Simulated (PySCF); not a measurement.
Match the calculated data to a structure.

All candidates are C4H4F2.

- NMR, other nuclei: isotropic shieldings of nuclei other than C and H, by class: 301 (2 F) ppm [GIAO PBE0/pcSseg-1]
- Rotational structure: rotational constants A, B, C: 8.596, 2.090, 1.797 GHz [GFN2-xTB]
- Dipole: 1.99 D [CAM-B3LYP/def2-SVPD]
- UV, first state: lowest singlet excitation: 6.66 eV (186 nm, f = 0.000) [TDDFT CAM-B3LYP/def2-SVPD]
- Couplings: largest of the computed one-bond spin–spin couplings (means over like bonds): 19F–13C -304.9 (×2), 13C–1H +265.1, 13C–13C +202.2, 13C–1H +192.7, 13C–1H +140.5 (×2), 13C–13C +75.3, 13C–13C +46.9 Hz [B3LYP/pcJ-1, spin–dipole term left out for some pairs]
- UV, strongest line: among the 8 lowest singlet transitions: S5 at 7.95 eV (156 nm, f = 0.055) [TDDFT CAM-B3LYP/def2-SVPD]
- 13C NMR: chemical shifts (computed TMS as zero) by class: 122.7 (1 C), 81.4 (1 C), 79.2 (1 C), 28.7 (1 C) ppm [GIAO PBE0/pcSseg-1]
- Polarisability: 47.8 au [CAM-B3LYP/def2-SVPD]
- 1H NMR: chemical shifts (computed TMS as zero) by class: 6.23 (1 H), 2.83 (2 H), 1.56 (1 H) ppm [GIAO PBE0/pcSseg-1]
- Triplet: lowest triplet excitation (Tamm–Dancoff): 5.52 eV [TDA CAM-B3LYP/def2-SVPD]

Electronic properties: PySCF, gas phase, density fitting. Levels stand in brackets. One conformer (not necessarily the lowest) at the GFN2-xTB geometry, without solvent, vibrations or thermal averaging. NMR values are class means; diastereotopic atoms form classes of their own.

Question: Which candidate is it?
A. `C#C[C@@H](F)CF`
B. `FC1=CC[C@H]1F`
C. `FCC1=C[C@@H]1F`
D. `C#CCC(F)F`
E. `F/C=C/C=C/F`

Answer: D. It is `C#CCC(F)F`. Numbering: `[CH:1]#[C:2][CH2:3][CH:4]([F:5])[F:6]`. Its formula, C4H4F2, gives 2 degrees of unsaturation: 0 rings and 2 π bonds in the structure found. 4 carbons fall into 4 classes; from least to most shielded: CHF2 carbon [C4] (122.7 ppm), alkyne carbon [C2] (81.4 ppm), terminal alkyne carbon [C1] (79.2 ppm), propargylic carbon [C3] (28.7 ppm). Hydrogen classes from least to most shielded: 1 H on a CHF2 carbon, C4 (6.23 ppm), 2 H on a propargylic carbon, C3 (2.83 ppm), 1 H on a terminal alkyne carbon, C1 (1.56 ppm). The other shieldings belong to: 301 ppm, fluorine of a CF2 group [F5/F6]. The couplings run between: -304.9 Hz, fluorine of a CF2 group [F5] and CHF2 carbon [C4] (with 1 like pair); +265.1 Hz, terminal alkyne carbon [C1] and its hydrogen; +202.2 Hz, terminal alkyne carbon [C1] and alkyne carbon [C2]; +192.7 Hz, CHF2 carbon [C4] and its hydrogen; +140.5 Hz, propargylic carbon [C3] and its hydrogen (with 1 like pair); +75.3 Hz, alkyne carbon [C2] and propargylic carbon [C3]; +46.9 Hz, propargylic carbon [C3] and CHF2 carbon [C4]. The optimised geometry has point group C1 and is an asymmetric top.

The others, at the same levels:
- `FCC1=C[C@@H]1F` fails: its computed 13C shifts are 140.2 (1 C), 123.2 (1 C), 83.5 (1 C), 68.7 (1 C) ppm, 1H shifts are 7.63 (1 H), 6.09 (1 H), 6.01 (1 H), 5.07 (1 H) ppm and lowest singlet excitation is 6.44 eV (193 nm, f = 0.001) (against 6.66 eV).
- `C#C[C@@H](F)CF` fails: its computed 13C shifts are 92.6 (1 C), 87.3 (1 C), 87.2 (1 C), 81.5 (1 C) ppm, 1H shifts are 5.68 (1 H), 5.15 (1 H), 4.89 (1 H), 2.25 (1 H) ppm and lowest singlet excitation is 6.33 eV (196 nm, f = 0.000) (against 6.66 eV).
- `FC1=CC[C@H]1F` fails: its computed 13C shifts are 163.6 (1 C), 116.8 (1 C), 94.0 (1 C), 30.7 (1 C) ppm, 1H shifts are 5.73 (1 H), 5.26 (1 H), 2.39 (1 H), 2.32 (1 H) ppm and rotational constant A is 5.295 GHz (against 8.596 GHz).
- `F/C=C/C=C/F` fails: it has 2 carbon classes against 4; its computed 13C shifts are 162.3 (2 C), 113.3 (2 C) ppm, 1H shifts are 7.15 (2 H), 6.05 (2 H) ppm and lowest singlet excitation is 6.02 eV (206 nm, f = 0.711) (against 6.66 eV).

Each candidate is one conformer, not necessarily the lowest. Dipoles, sizes and rotational constants follow the conformer. The torsions of the flexible species, by atom-mapped SMILES:
- `[CH:1]#[C:2][CH2:3][CH:4]([F:5])[F:6]`: C2–C3–C4–F5 170°
- `[F:1][CH2:2][C:3]1=[CH:4][C@@H:5]1[F:6]`: F1–C2–C3–C4 -7°
- `[CH:1]#[C:2][C@@H:3]([F:4])[CH2:5][F:6]`: C2–C3–C5–F6 155°
- `[F:1]/[CH:2]=[CH:3]/[CH:4]=[CH:5]/[F:6]`: C2–C3–C4–C5 180°

One-bond C–F couplings are unscaled; at this level they come out some 30 % too large in size.
